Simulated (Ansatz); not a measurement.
# HB–Ga–F, triplet: the ladder up to UCCSDT(Q)

Geometry: displaced at random from a stationary point.

```yaml
atoms:
  - { symbol: B, position_ang: [0.1311, -0.2969, 1.9603] }
  - { symbol: Ga, position_ang: [-0.0338, 0.0900, 0.0956] }
  - { symbol: F, position_ang: [0.0428, -0.1673, -1.6287] }
  - { symbol: H, position_ang: [0.1259, 0.1158, 3.0586] }
```

Basis cc-pVDZ; Ansatz 0.2.0. Correlated methods freeze the noble-gas cores and the filled d shells of p-block atoms, which leaves 14 electrons in 44 orbitals. Prefix R: restricted or restricted open-shell reference; prefix U: unrestricted. No spin–orbit coupling is included, and no scalar relativity.

Full CI isn't at hand for all of this; UCCSDT(Q) serves as the reference, and is uncertain by the last step of the cluster series or more. The frozen core follows each run's orbitals, which can shift R against U totals by a few meV for light atoms and by up to 0.1 eV past Ca.

The UHF ⟨S²⟩ is 2.026, the T1 diagnostic (RCCSD) is 0.0214 and the largest doubles amplitude (RCCSD) is 0.059. The T1 diagnostic (UCCSD) is 0.0210.

```
   level  E − E(UCCSDT(Q)) (mEh)  wall time
     UHF                  330.87          –
    UMP2                   31.72          –
   UCCSD                    9.87          –
UCCSD(T)                    2.10      3.9 s
  UCCSDT                    0.88          –
```

Run but not shown, since their state, orbitals or frozen core can't be matched to the reference's or they repeat it: RHF, RMP2, RCCSD, RCCSD(T), BCCD(T), RCCSDT, RCCSDT(Q).

Times hold each run's SCF and search for its determinant on a shared host, so for small cases they say little of a method's own cost; they ran on 1 thread of Arm Neoverse V2.
